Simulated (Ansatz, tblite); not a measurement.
Cost and result up the ladder for BMe2H (C₂H₇B) (10 atoms). The state is a singlet with charge 0. Geometry: PBE-D4/def2-TZVP.

Cartesian coordinates in Å:
```
B 0.202 -0.381 0.370
C 0.975 -0.176 -0.972
H 1.855 0.449 -0.714
H 0.423 0.364 -1.755
H 1.403 -1.102 -1.386
C -1.096 0.399 0.749
H -1.930 -0.320 0.615
H -1.323 1.272 0.120
H -1.145 0.683 1.812
H 0.634 -1.189 1.162
```

Ansatz on 4 threads of AMD EPYC 7R43 on a shared host; xTB runs through tblite on one thread. Times are rough, summed over both states, and most runs start from the orbitals of an earlier one. PBE0-D4/def2-TZVP serves as the yardstick here, not as an exact answer. The other state is a triplet.

The xTB rows come from tblite.

xTB has no spin-polarisation term.

| level | functions | wall time |
| --- | --- | --- |
| GFN2-xTB | 19 | 0.012 s |
| GFN1-xTB | 26 | 0.016 s |
| PBE-D4/def2-TZVP | 135 | 2.9 s |
| r2SCAN-D4/def2-TZVP | 135 | 4.9 s |
| PBE0-D4/def2-TZVP (with forces) | 135 | 6 s |

(1) Estimate what each level gives for the vertical triplet (eV).

## Answers

(1) 
| level | vertical triplet (eV) | difference from PBE0-D4/def2-TZVP (eV) |
| --- | --- | --- |
| GFN2-xTB | 5.25 | -0.28 |
| GFN1-xTB | 5.42 | -0.11 |
| PBE-D4/def2-TZVP | 5.24 | -0.29 |
| r2SCAN-D4/def2-TZVP | 5.32 | -0.21 |
| PBE0-D4/def2-TZVP (with forces) | 5.53 | 0.00 |
